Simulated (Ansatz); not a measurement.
Results of r²SCAN+rVV10 (plane waves, PAW; Ansatz, a program for electronic structure) for SnSe (Pnma, No. 62).

Run with plane-wave cutoff 560 eV, 4×8×8 k mesh (along the axes of the cell as run), Fermi–Dirac smearing 0.01 eV, scalar-relativistic PAW data made under PBE.

Computed at the level's own relaxed cell.

**Question.** What does this level give for the band gap, smallest direct gap on the k points sampled and Γ–Γ gap?

**Answer.** 
band gap: 0.87 eV
smallest direct gap on the k points sampled: 1.16 eV
Γ–Γ gap: 1.40 eV

Measured, for comparison: band gap 0.91 eV (temperature not stated, not corrected to a static lattice, compiled measured gap; kind and temperature not stated; as tabulated in Kothakonda et al. (2022), arXiv:2208.02841).

Spin–orbit coupling is not included.

Static lattice: no zero-point or thermal effects.

Cost on a shared machine: roughly 7 core-minutes.
